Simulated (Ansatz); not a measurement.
Results of B3LYP (VWN-RPA form) (plane waves, PAW; Ansatz, an electronic-structure program) for GaS (P6₃/mmc, No. 194).

Settings: plane-wave cutoff 460 eV, 9×9×2 k mesh (along the axes of the cell as run), Fermi–Dirac smearing 0.01 eV, scalar-relativistic PAW data made under PBE.

Cell (measured lattice):

Space group P6₃/mmc (No. 194); a = b = 3.585 Å, c = 15.500 Å, α = β = 90.00°, γ = 120.00°

| atom | site | symmetry | x | y | z |
|---|---|---|---|---|---|
| Ga | 4f | 3m. | 0.3333 | 0.6667 | 0.1700 |
| S | 4f | 3m. | 0.6667 | 0.3333 | 0.1000 |

### Question
What does this level give for the band gap and smallest direct gap on the k points sampled?

### Answer

- band gap = 2.82 eV (indirect)
- smallest direct gap on the k points sampled = 2.88 eV

Measured, for comparison: band gap 2.5 eV (temperature not stated, no zero-point or thermal correction, compiled measured gap; kind and temperature not stated; as tabulated in Kothakonda et al. (2022), arXiv:2208.02841).

Note: cell and atoms aren't relaxed at this level (pressure 3.2 GPa).

Spin–orbit coupling is not included.

Static lattice: no zero-point or thermal effects.
